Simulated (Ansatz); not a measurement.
# SiPHCl (quartet): from Hartree-Fock to the top rungs at a displaced geometry (v2), cc-pVDZ

The task here is to estimate one member of a computed series from the others.

The runs use Ansatz 0.2.0, Gaussian basis; cc-pVDZ, core rule «outside noble gas», up to 15 orbitals frozen.

Plan: UHF; CCSD(T) on ROHF; CCSD(T) on UHF; BCCD(T) on ROHF; CISD; CCSDT(Q) on ROHF; CCSDT(Q) on UHF.

26 further runs of the same task are left out: 6 for a known fault of the program, 7 that didn't finish, 13 set aside as unsound or not needed.

## What is computed

The geometry is a PBE0/def2-TZVP stationary point (not a proven minimum) with its atoms shifted at random (size 0.100 Å).

4 atoms, charge 0, spin multiplicity 4.

Atoms are counted from 1 here; the program's logs count them from 0.

Bond lengths: Cl1–Si2 2.070 Å, Si2–P3 2.304 Å, P3–H4 1.511 Å. Angles: Cl1–Si2–P3 111.5°, Si2–P3–H4 98.6°.

The first run:

Input file in.yaml:

```yaml
crystal:
  periodic: [false, false, false]
  atoms:
    - {symbol: Cl, position_ang: [0.094688, -0.366559, 1.698665]}
    - {symbol: Si, position_ang: [-0.068606, 0.864958, 0.043229]}
    - {symbol: P, position_ang: [-0.091723, -0.349734, -1.914192]}
    - {symbol: H, position_ang: [1.399738, -0.460901, -2.130226]}
basis:
  gaussian: {orbitals: cc-pVDZ}
magnetization: {spin_polarized: true, initial_magnetization: 3}
hamiltonian: {xc: hf}
output: {orbitals: {seedname: orbitals}}
```

Launch:

```sh
ansatz run in.yaml --threads 1 --pin off --events-out ev --progress --plain --max-ram 2393MiB
```

Steps of the session up to this table: UHF; CCSD(T) on ROHF; CCSD(T) on UHF; BCCD(T) on ROHF; CISD; CCSDT(Q) on ROHF; CCSDT(Q) on UHF.

One of the session's tables, all rows but one given; the rest of the session is left out.

| method | from UCCSDT(Q) (meV) |
| --- | --- |
| ROHF | +9565.3 |
| UHF | ? |
| RMP2 | +1504.6 |
| UMP2 | +1517.8 |
| CISD | +1415.8 |
| RCCSD | +346.0 |
| UCCSD | +339.3 |
| RCCSD(T) | +66.6 |
| UCCSD(T) | +66.4 |
| BCCD(T) | +63.6 |
| RCCSDT | +23.4 |
| UCCSDT | +22.6 |
| RCCSDT(Q) | +2.1 |
| UCCSDT(Q) | 0 |

**Question.** Estimate the row for UHF.

**Answer.** from UCCSDT(Q) (meV): +9379.2. In the column «from UCCSDT(Q) (meV)» it lies between UMP2 (+1517.8) and ROHF (+9565.3).

Caveats from the session: Restricted and unrestricted rows rest on different reference determinants; where their highest levels disagree by more than a few hundredths of an eV, they describe different states and don't form one ladder.
